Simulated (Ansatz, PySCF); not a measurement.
Molecule: CHF₂, net charge 0, doublet state. SMILES: F[CH]F
Coordinates optimised at B3LYP-D3(BJ)/def2-TZVP (Ansatz, a quantum-chemistry and plane-wave program):
```
C
F 1 1.3294
F 1 1.3294 2 111.26
H 1 1.0891 2 114.16 3 -130.99
```
Charge 0, spin multiplicity 2.

Wanted: enthalpy of formation at 298 K, in kcal/mol. Terms: non-relativistic; no spin-orbit coupling; UHF or UKS for open shells; dispersion terms only where a functional's name holds one; frozen cores in correlated levels. Basis-set limits of correlation are two-point, X^-3; Hartree-Fock from the larger set. The bracket is a focal-point correction in the basis named. Ab initio and DFT rows: single points at B3LYP-D3(BJ) geometries (Ansatz), with unscaled harmonic terms from B3LYP/6-31G* at its own minima, enthalpies of formation by atomisation with measured atoms.

| species | coefficient | E at BP86/def2-SVP (PySCF), Eh | E at wB97M-V/def2-TZVPD (Ansatz), Eh | H(298 K) - E, kcal/mol |
|---|---|---|---|---|
| F[CH]F | +1 | -238.12979 | -238.35841 | 14.60 |
| C atom | -1 | -37.80175 | -37.84643 | - |
| F atom | -2 | -99.63266 | -99.74647 | - |
| H atom | -1 | -0.49913 | -0.49411 | - |

The atoms take no thermal term, since their enthalpies of formation at 0 K are used: the result is the sum of coefficient times E, plus the molecule's thermal term, plus number times (enthalpy of formation minus H(298) - H(0)) over the atoms. Measured values of the atoms (G2/97 table in ASE), kcal/mol:

| atom | number | enthalpy of formation of the gas at 0 K | H(298) - H(0) of the element's standard state |
|---|---|---|---|
| C | 1 | 169.98 | 0.25 |
| F | 2 | 18.47 | 1.05 |
| H | 1 | 51.63 | 1.01 |

Coupled cluster (Ansatz) is a level with limits of its own, used here on species with T1 under 0.025 (0.045 for open shells) and stable references: RI-MP2/CBS(aug-cc-pVTZ,aug-cc-pVQZ)+[CCSD(T)-MP2]/aug-cc-pVTZ. Value to compare with, RI-MP2/CBS(aug-cc-pVTZ,aug-cc-pVQZ)+[CCSD(T)-MP2]/aug-cc-pVTZ (Ansatz): -58.8 kcal/mol. 1 Eh = 627.5095 kcal/mol.

Compute it at each level from the table, and compare with RI-MP2/CBS(aug-cc-pVTZ,aug-cc-pVQZ)+[CCSD(T)-MP2]/aug-cc-pVTZ (Ansatz).


- BP86/def2-SVP: the sum of coefficient times E is -0.56359 Eh, or -353.66 kcal/mol; the thermal terms add 14.60; the atoms' measured terms add 255.19. Result: -83.9 kcal/mol. Its difference against RI-MP2/CBS(aug-cc-pVTZ,aug-cc-pVQZ)+[CCSD(T)-MP2]/aug-cc-pVTZ (Ansatz) is -25.1 kcal/mol.
- wB97M-V/def2-TZVPD: the sum of coefficient times E is -0.52493 Eh, or -329.40 kcal/mol; the thermal terms add 14.60; the atoms' measured terms add 255.19. Result: -59.6 kcal/mol. Its difference against RI-MP2/CBS(aug-cc-pVTZ,aug-cc-pVQZ)+[CCSD(T)-MP2]/aug-cc-pVTZ (Ansatz) is -0.8 kcal/mol.
